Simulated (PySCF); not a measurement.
# H3Si(SH): NMR shifts at several levels of theory, part 2 of 2

PySCF 2.14.0. Atoms count from 0.

## (11) Nuclear shieldings: B97-D/pcSseg-2

The job: settings as JSON, then the geometry in Å.

```
{"job": {"kind": "nmr", "xc": "B97-D", "basis": "pcSseg-2", "pop": false}, "charge": 0, "multiplicity": 1}
Si    -0.516803    -0.010222    -0.014295
S      1.463780     0.798699    -0.210054
H     -0.747954    -0.586974     1.343872
H     -1.427519     1.148338    -0.233132
H     -0.793821    -1.068672    -1.031030
H      2.091688    -0.373198     0.032219
```

Method: GIAO B97-D/pcSseg-2 NMR shielding, non-relativistic, gas phase.

The program printed:

```text
coarse grid: 5728 points
cycle   1  E = -690.1249378225  dE = -1.001e-01  |g| = 2.512e-01  |ddm| = 1.753e+00
cycle   2  E = -690.1103770653  dE =  1.456e-02  |g| = 3.483e-01  |ddm| = 6.323e-01
cycle   3  E = -690.1438279764  dE = -3.345e-02  |g| = 3.572e-02  |ddm| = 3.920e-01
cycle   4  E = -690.1442116070  dE = -3.836e-04  |g| = 1.277e-02  |ddm| = 5.675e-02
cycle   5  E = -690.1442633024  dE = -5.170e-05  |g| = 4.215e-03  |ddm| = 1.763e-02
cycle   6  E = -690.1442676918  dE = -4.389e-06  |g| = 1.025e-03  |ddm| = 4.141e-03
final grid: 45160 points
cycle   7  E = -690.1517675270  dE = -4.539e-05  |g| = 8.815e-03  |ddm| = 2.283e-02
cycle   8  E = -690.1517616213  dE =  5.906e-06  |g| = 7.543e-03  |ddm| = 1.101e-02
cycle   9  E = -690.1517722465  dE = -1.063e-05  |g| = 2.600e-03  |ddm| = 9.523e-03
cycle  10  E = -690.1517742404  dE = -1.994e-06  |g| = 1.318e-04  |ddm| = 2.783e-03
cycle  11  E = -690.1517742430  dE = -2.547e-09  |g| = 7.065e-05  |ddm| = 1.856e-04
cycle  12  E = -690.1517742445  dE = -1.487e-09  |g| = 1.085e-05  |ddm| = 7.369e-05
cycle  13  E = -690.1517742445  dE = -3.524e-11  |g| = 3.597e-06  |ddm| = 1.364e-05
converged SCF energy = -690.1517742445

GIAO shielding tensors (ppm)
atom      isotropic    diamagn.    paramagn.     s11        s22        s33       span
  0 Si     392.813     878.890    -486.078    342.678    389.078    446.682    104.004
  1 S      737.436    1057.675    -320.239    620.088    683.828    908.391    288.303
  2 H       26.628      28.829      -2.200     22.995     24.847     32.043      9.048
  3 H       26.856      28.698      -1.842     24.067     24.773     31.728      7.661
  4 H       26.632      28.789      -2.157     23.008     24.843     32.047      9.039
  5 H       31.465      30.346       1.118     23.804     28.195     42.395     18.591
```

Run time: 9.5 s. Hardware: 1 thread of Intel Xeon Platinum 8259CL at 2.50GHz, shared host; peak memory 0.5 GiB.

In short: δ Si0 -56.3, S1 -234, H2 4.69, H5 -0.07 ppm (means over like atoms).

## (12) Shielding tensors: B3LYP/pcSseg-2

The job, as its differences from that of step 11:

```diff
@@ -1,2 +1,2 @@
-{"job": {"kind": "nmr", "xc": "B97-D", "basis": "pcSseg-2", "pop": false}, "charge": 0, "multiplicity": 1}
+{"job": {"kind": "nmr", "xc": "B3LYP", "basis": "pcSseg-2", "pop": false}, "charge": 0, "multiplicity": 1}
 Si    -0.516803    -0.010222    -0.014295
```

Level: GIAO B3LYP/pcSseg-2 NMR shielding, non-relativistic, gas phase.

The program printed:

```text
coarse grid: 5728 points
cycle   1  E = -690.1679488498  dE = -1.260e-01  |g| = 2.282e-01  |ddm| = 1.723e+00
cycle   2  E = -690.1657564616  dE =  2.192e-03  |g| = 2.489e-01  |ddm| = 4.757e-01
cycle   3  E = -690.1822261367  dE = -1.647e-02  |g| = 2.838e-02  |ddm| = 2.690e-01
cycle   4  E = -690.1823535486  dE = -1.274e-04  |g| = 4.476e-03  |ddm| = 2.489e-02
cycle   5  E = -690.1823572021  dE = -3.653e-06  |g| = 2.751e-03  |ddm| = 7.134e-03
final grid: 45160 points
cycle   6  E = -690.1885436777  dE = -7.136e-06  |g| = 2.741e-03  |ddm| = 9.314e-03
cycle   7  E = -690.1885432040  dE =  4.737e-07  |g| = 3.021e-03  |ddm| = 5.454e-03
cycle   8  E = -690.1885457963  dE = -2.592e-06  |g| = 2.080e-04  |ddm| = 2.895e-03
cycle   9  E = -690.1885458021  dE = -5.826e-09  |g| = 4.998e-05  |ddm| = 1.826e-04
cycle  10  E = -690.1885458027  dE = -5.127e-10  |g| = 2.099e-05  |ddm| = 6.641e-05
converged SCF energy = -690.1885458027

GIAO shielding tensors (ppm)
atom      isotropic    diamagn.    paramagn.     s11        s22        s33       span
  0 Si     382.354     877.555    -495.200    332.234    379.211    435.617    103.383
  1 S      736.408    1056.753    -320.345    613.130    684.374    911.719    298.589
  2 H       26.683      28.659      -1.977     23.030     24.897     32.121      9.091
  3 H       26.863      28.543      -1.679     24.006     24.752     31.832      7.826
  4 H       26.687      28.623      -1.936     23.042     24.893     32.125      9.083
  5 H       31.432      30.393       1.039     23.762     28.056     42.477     18.715
```

Wall time 8.1 s (1 thread of Intel Xeon Platinum 8259CL at 2.50GHz, shared host); peak memory 0.49 GiB.

This run: δ Si0 -57.7, S1 -244, H2 4.64, H5 -0.04 ppm (means over like atoms).

## (13) Nuclear shieldings: PBE0/pcSseg-2

The job, as its differences from that of step 12:

```diff
@@ -1,2 +1,2 @@
-{"job": {"kind": "nmr", "xc": "B3LYP", "basis": "pcSseg-2", "pop": false}, "charge": 0, "multiplicity": 1}
+{"job": {"kind": "nmr", "xc": "PBE0", "basis": "pcSseg-2", "pop": false}, "charge": 0, "multiplicity": 1}
 Si    -0.516803    -0.010222    -0.014295
```

Method: GIAO PBE0/pcSseg-2 NMR shielding, non-relativistic, gas phase.

The program printed:

```text
coarse grid: 5728 points
cycle   1  E = -689.8539560501  dE = -1.308e-01  |g| = 2.125e-01  |ddm| = 1.726e+00
cycle   2  E = -689.8545836172  dE = -6.276e-04  |g| = 2.079e-01  |ddm| = 4.206e-01
cycle   3  E = -689.8662790845  dE = -1.170e-02  |g| = 2.675e-02  |ddm| = 2.280e-01
cycle   4  E = -689.8663872218  dE = -1.081e-04  |g| = 3.643e-03  |ddm| = 2.204e-02
cycle   5  E = -689.8663894757  dE = -2.254e-06  |g| = 2.325e-03  |ddm| = 5.909e-03
final grid: 45160 points
cycle   6  E = -689.8749450073  dE = -1.865e-05  |g| = 3.926e-03  |ddm| = 1.471e-02
cycle   7  E = -689.8749450492  dE = -4.185e-08  |g| = 3.694e-03  |ddm| = 6.353e-03
cycle   8  E = -689.8749481670  dE = -3.118e-06  |g| = 1.975e-04  |ddm| = 3.344e-03
cycle   9  E = -689.8749481770  dE = -9.980e-09  |g| = 6.774e-05  |ddm| = 2.546e-04
cycle  10  E = -689.8749481782  dE = -1.251e-09  |g| = 2.214e-05  |ddm| = 7.898e-05
cycle  11  E = -689.8749481783  dE = -1.050e-10  |g| = 2.524e-06  |ddm| = 1.899e-05
converged SCF energy = -689.8749481783

GIAO shielding tensors (ppm)
atom      isotropic    diamagn.    paramagn.     s11        s22        s33       span
  0 Si     397.696     877.898    -480.203    348.533    395.510    449.044    100.511
  1 S      763.365    1056.586    -293.221    643.191    714.460    932.442    289.251
  2 H       26.522      28.520      -1.998     22.823     24.689     32.053      9.230
  3 H       26.654      28.382      -1.728     23.713     24.523     31.725      8.012
  4 H       26.526      28.483      -1.957     22.836     24.685     32.058      9.223
  5 H       31.138      30.117       1.021     23.278     27.537     42.598     19.320
```

It took 9.8 s on 1 thread of Intel Xeon Platinum 8259CL at 2.50GHz, shared host; peak memory 0.49 GiB.

In short: δ Si0 -56.4, S1 -260, H2 4.68, H5 0.11 ppm (means over like atoms).

## (14) Nuclear shieldings: mPW1PW91/pcSseg-2

The job, as its differences from that of step 13:

```diff
@@ -1,2 +1,2 @@
-{"job": {"kind": "nmr", "xc": "PBE0", "basis": "pcSseg-2", "pop": false}, "charge": 0, "multiplicity": 1}
+{"job": {"kind": "nmr", "xc": "mPW1PW91", "basis": "pcSseg-2", "pop": false}, "charge": 0, "multiplicity": 1}
 Si    -0.516803    -0.010222    -0.014295
```

With the program's defaults for keys left out, this is: GIAO mPW1PW91/pcSseg-2 NMR shielding, non-relativistic, gas phase.

The program printed:

```text
coarse grid: 5728 points
cycle   1  E = -690.1535067115  dE = -1.316e-01  |g| = 2.132e-01  |ddm| = 1.724e+00
cycle   2  E = -690.1540463091  dE = -5.396e-04  |g| = 2.139e-01  |ddm| = 4.317e-01
cycle   3  E = -690.1663904087  dE = -1.234e-02  |g| = 2.420e-02  |ddm| = 2.311e-01
cycle   4  E = -690.1664757239  dE = -8.532e-05  |g| = 3.730e-03  |ddm| = 2.000e-02
cycle   5  E = -690.1664781405  dE = -2.417e-06  |g| = 2.387e-03  |ddm| = 6.067e-03
final grid: 45160 points
cycle   6  E = -690.1738020970  dE = -1.399e-05  |g| = 3.377e-03  |ddm| = 1.465e-02
cycle   7  E = -690.1738021713  dE = -7.432e-08  |g| = 3.175e-03  |ddm| = 5.413e-03
cycle   8  E = -690.1738045802  dE = -2.409e-06  |g| = 1.543e-04  |ddm| = 2.785e-03
cycle   9  E = -690.1738045852  dE = -5.048e-09  |g| = 4.005e-05  |ddm| = 1.539e-04
cycle  10  E = -690.1738045856  dE = -3.718e-10  |g| = 1.203e-05  |ddm| = 4.064e-05
converged SCF energy = -690.1738045856

GIAO shielding tensors (ppm)
atom      isotropic    diamagn.    paramagn.     s11        s22        s33       span
  0 Si     395.721     878.009    -482.288    346.714    393.584    446.864    100.149
  1 S      758.856    1056.798    -297.941    637.585    709.527    929.457    291.871
  2 H       26.597      28.599      -2.002     22.918     24.769     32.103      9.185
  3 H       26.731      28.460      -1.729     23.800     24.606     31.787      7.987
  4 H       26.601      28.561      -1.960     22.930     24.765     32.108      9.177
  5 H       31.209      30.157       1.052     23.377     27.626     42.625     19.248
```

Run time: 9.5 s. Hardware: 1 thread of Intel Xeon Platinum 8259CL at 2.50GHz, shared host; peak memory 0.49 GiB.

This run: δ Si0 -55.7, S1 -259, H2 4.65, H5 0.08 ppm (means over like atoms).

## (15) Run by run: NMR shifts

Shifts (ppm), means over like atoms, with basis size and wall time:

```
              run    H2     H5    Si0    S1  functions   time
      HF/pcSseg-2  4.33   0.29  -53.0  -256        142  3.1 s
     LDA/pcSseg-2  5.02   0.15  -62.2  -268        142  7.5 s
     PBE/pcSseg-2  4.83  -0.03  -59.2  -249        142    9 s
    BLYP/pcSseg-2  4.77  -0.16  -60.1  -232        142  8.7 s
    BP86/pcSseg-2  4.82  -0.05  -58.3  -247        142  9.2 s
    OPBE/pcSseg-2  4.75   0.08  -54.0  -252        142  9.6 s
     KT2/pcSseg-2  4.76  -0.03  -58.5  -237        142  9.7 s
     KT3/pcSseg-2  4.61  -0.08  -55.6  -229        142  9.6 s
   B97-D/pcSseg-2  4.69  -0.07  -56.3  -234        142  9.5 s
   B3LYP/pcSseg-2  4.64  -0.04  -57.7  -244        142  8.1 s
    PBE0/pcSseg-2  4.68   0.11  -56.4  -260        142  9.8 s
mPW1PW91/pcSseg-2  4.65   0.08  -55.7  -259        142  9.5 s
         measured     –      –  -54.1     –          –      –
```

Measured: solution; U. Herzog, Habilitationsschrift, TU Bergakademie Freiberg, 2002/2003.

## (16) Summary of results

The summary covers parts 1 to 2.

| quantity | value |
| --- | --- |
| point group | Cs |
| rotational constants (main isotopes) | 65.38, 6.23, 6.10 GHz |
| 1H shifts against TMS (HF/pcSseg-2, means over atoms taken as alike) | 4.33, 0.29 ppm |
| 29Si shifts against TMS (HF/pcSseg-2) | -53.0 ppm |
| 33S shifts against CS2 (HF/pcSseg-2) | -256 ppm |
| measured, and computed on the same scale | Si0 δ -54.1, -53.0 ppm |
| range of the shift of S1 | -268 to -229 ppm |

**Reading.** Single values in the summary come from the first run of each kind that ended normally (HF/pcSseg-2), which need not be the best level. The start was shaken at random, so part of the energy gained undoes that. Relaxing lowered the energy by 0.187 eV in 4 steps; the close pair that moved most is Si0–H2, from 1.410 to 1.494 Å. At HF/pcSseg-2: The widest tensor belongs to S1: span 316 ppm, with a paramagnetic part of -277 ppm. The one measured 29Si shift is missed by +1.2 ppm (computed less measured, unscaled). Vibration, temperature and solvent are missing from the calculation, so part of the miss against the measured shifts is not the functional's. In ppm, S1 moves most: its shift spreads over 39 ppm, from -268 (LDA/pcSseg-2) to -229 (KT3/pcSseg-2). Most of that comes from the computed reference, not from the atom's own shielding. For the one measured 29Si shift, OPBE/pcSseg-2 misses least (0.13 ppm, 9.6 s) and LDA/pcSseg-2 most (8.01 ppm, 7.5 s); the quickest, HF/pcSseg-2, misses by 1.20 ppm in 3.1 s. One molecule ranks no method: errors cancel, and vibration and temperature are missing from all runs.
